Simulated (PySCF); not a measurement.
CH₈Si₂.
Geometry (PBE0-D3(BJ)/def2-SVP, Å), atoms numbered from 1 in this order:
```
atom  x, y, z in Å
Si1    1.4420    0.7135    0.0102
C2     0.2314   -0.7204   -0.1343
Si3   -1.5837   -0.2630    0.0623
H4     2.8500    0.2439   -0.1746
H5     1.1476    1.7479   -1.0291
H6     1.3291    1.3539    1.3568
H7     0.4896   -1.4780    0.6257
H8     0.3684   -1.1982   -1.1198
H9    -1.9861    0.7232   -0.9875
H10   -1.8220    0.3541    1.4035
H11   -2.4554   -1.4717   -0.0651
```

Computed with delta-SCF UKS SCAN, pcX-2 on the ionised atom, pcseg-1 elsewhere, spin-free X2C (PySCF). Vertical ΔSCF values, vacuum level as zero.

One binding energy is withheld.

```tsv
atom(s)	bonded to	level	binding energy (eV)
C2	2 H and 2 Si	C 1s	?
Si1/Si3	C and 3 H	Si 1s	1846.50
Si1/Si3	C and 3 H	Si 2p3/2	106.74
```

(1) What is the C 1s binding energy of C2?

(2) Express the binding energy of Si 2p3/2 of Si1/Si3 in atomic units and per mole.

Results:

(1) 290.08 eV (sp3 carbon bound to silicon).

(2) 106.74 eV = 3.9226 Eh = 10299 kJ/mol.

Atoms equivalent by their bonding share one computed value, that of the first of them. 2p3/2 and 2p1/2 are the ΔSCF energy of one spin-free 2p hole plus the eigenvalues of a spin–orbit and ligand-field matrix of the shell. 2p1/2 minus 2p3/2 (ligand field included): Si 0.62 eV. Isolated species at its PBE0-D3(BJ)/def2-SVP geometry, gas phase.

Time: 11 s wall. Hardware: Arm Neoverse V2, one thread (shared host).
